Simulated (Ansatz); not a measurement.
A run of Ansatz (development build ahead of 0.2.0) on singlet MgO at this shape:

```yaml
atoms:
  - { symbol: Mg, position_ang: [-0.0058, -0.0023, -0.7068] }
  - { symbol: O, position_ang: [0.0083, 0.0021, 1.0434] }
```

Its results:

* Converged: yes
* Reference energy: -274.37462 hartree
* Correlation energy: -0.48753 hartree
* Total energy: -274.86214 hartree
* Spin squared of the determinant: 0.000

Question: Which input gives this output? Name the method, the orbitals and the basis set, and write the input.

Answer: RHF-MP2 in def2-TZVP. An unrestricted run that stays on the closed shell gives the same numbers.

```yaml
crystal:
  periodic: [false, false, false]
  atoms:
    - { symbol: Mg, position_ang: [-0.00584, -0.00234, -0.70684] }
    - { symbol: O, position_ang: [0.00826, 0.00209, 1.04336] }
basis:
  gaussian: { orbitals: def2-TZVP }
hamiltonian:
  xc: hf
correlation:
  method: mp2
  frozen_orbitals: { Mg: 1, O: 1 }
```

Caution: in another basis set an unrestricted determinant lies well below.
